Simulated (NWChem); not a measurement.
Molecule: butadiene (C₄H₆); SMILES C=CC=C

```xyz
10

C     -0.1184     1.8470     0.0000
C      0.3968     0.6096     0.0000
C     -0.3968    -0.6096     0.0000
C      0.1184    -1.8470     0.0000
H     -1.2006     2.0119     0.0000
H      0.5204     2.7333     0.0000
H      1.4862     0.4817     0.0000
H     -1.4862    -0.4817     0.0000
H     -0.5204    -2.7333     0.0000
H      1.2006    -2.0119     0.0000
```
Atoms are numbered in this order, from 1.

Program: NWChem. All runs use the structure optimised with PBE0/def2-SVP. Level B3LYP/def2-SVP: energy and gradient on several grids; changes count from the extra-fine grid, which is no exact limit either.

Which is the coarsest grid (fine; xfine; xcoarse; coarse; medium) from which on the energy stays within 500 μHa and each gradient component within 500 μHa/bohr of xfine?

coarse.
```
grid     size of the energy change (μHa)  largest change of a gradient component (μHa/bohr)  time, medium = 1 (rough)
-------  -------------------------------  -------------------------------------------------  ------------------------
xcoarse                             2000                                               3000                   about 1
coarse                                20                                                 40                   about 1
medium                              < 10                                               < 30                   about 1
fine                                < 10                                               < 30                   about 1
xfine                               < 10                                               < 30                         2
```
